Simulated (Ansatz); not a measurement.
```xyz
9

C    -1.322   -0.059    0.232
C    -0.067   -0.138    0.641
F     0.206   -0.411    1.926
C     1.166    0.037   -0.149
N     1.271    0.308   -1.379
H    -1.548    0.160   -0.802
H    -2.142   -0.211    0.920
H     2.081   -0.090    0.433
H     0.356    0.405   -1.822
```

Total charge 0; spin multiplicity 1.

(1) List the r2SCAN/def2-TZVPP orbital energies in eV (the Gaussian-basis code of Ansatz). (Estimate.)

## Answers

(1) Ansatz gave: Occupied: -667.03, -385.50, -275.94, -274.82, -273.64, -32.76, -24.30, -20.68, -17.64, -15.11, -14.07, -13.02, -12.15, -11.23, -10.68, -10.13, -9.21, -6.93, -6.91. Lowest empty: -2.68, 1.00, 1.16, 1.76, 2.59, 3.23, 3.85, 4.86.
